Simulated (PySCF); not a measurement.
## Highest orbital energy against ionisation energy along group 13

Calculated with PySCF 2.14, no spin-orbit coupling. Each cell gives −ε(HOMO) / ΔSCF in eV; NIST values include spin-orbit coupling, (s) semi-empirical, (t) theoretical.

```csv
species,UHF,LDA,PBE,PBE0,r2SCAN,NIST (lowest levels)
"B (x2c-QZVPPall, spin-free X2C)",8.671 / 8.040,4.104 / 8.643,4.161 / 8.669,5.368 / 8.644,4.583 / 8.763,8.298
"Al (x2c-QZVPPall, spin-free X2C)",5.935 / 5.600,3.001 / 6.026,3.080 / 6.068,3.897 / 6.088,3.332 / 6.163,5.986
"Ga (x2c-QZVPPall, spin-free X2C)",5.819 / 5.529,2.930 / 6.046,2.931 / 5.963,3.764 / 5.983,3.186 / 6.110,5.999
"In (x2c-QZVPPall, spin-free X2C)",5.486 / 5.219,2.863 / 5.726,2.831 / 5.599,3.601 / 5.628,3.059 / 5.721,5.786
"Tl (x2c-QZVPPall, spin-free X2C)",5.232 / 4.997,2.753 / 5.570,2.682 / 5.413,3.425 / 5.428,2.897 / 5.491,6.108
```

Q: How far is −ε(HOMO) from ΔSCF on average for each method, and why?

A: UHF 0.35 eV; LDA -3.27 eV; PBE -3.21 eV; PBE0 -2.34 eV; r2SCAN -3.04 eV. Hartree-Fock orbital energies lack relaxation and so exceed the ΔSCF value; semilocal functionals have convex E(N) from self-interaction, so their HOMO lies far too high; exact exchange moves hybrids part of the way back.
